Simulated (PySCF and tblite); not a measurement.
Values are calculated unless marked as measured or tabulated.
System: C₅H₈O, numbered as in [CH:1]1=[CH:2][CH2:3][O:4][CH2:5][CH2:6]1.

Motion: inversion of the 6-membered ring (1–2–3–4–5–6). GFN2-xTB gives an electronic barrier of 4.1 kcal/mol.

Problem. What does PBE0/pcSseg-1 + D3(BJ) give on PBE0-D3(BJ)/def2-SVP geometries?

Solution. A barrier of 6.4 kcal/mol, 2.3 above the tight-binding barrier (from unrounded values) and, with GFN2-xTB thermal terms, ΔG‡(298 K) = 6.6 kcal/mol and k = 1.9×10⁸ s⁻¹ (2 equivalent paths).

Problem. And the level of the geometries itself, PBE0-D3(BJ)/def2-SVP?

Solution. 6.3 kcal/mol.

Programs: tblite and PySCF.
